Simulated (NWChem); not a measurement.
System: difluoromethane (CH$_{2}$F$_{2}$); SMILES C(F)F

```xyz
5

F      1.0976     0.0000    -0.2887
C      0.0000     0.0000     0.4996
F     -1.0976     0.0000    -0.2887
H      0.0000     0.9118     1.1031
H      0.0000    -0.9118     1.1031
```
Atoms are numbered in this order, from 1.

All runs: NWChem. Geometry: optimised at PBE0-D3(BJ)/def2-TZVP. Level: PBE/def2-SVP with SMD (1 M gas to 1 M solution), gas-phase geometry.

**Question.** Order these by “cavity-dispersion-structure term (kcal/mol)”, lowest first: methanol; water; n-hexane.

**Answer.** n-hexane (0.6), methanol (1.1), water (3.3)
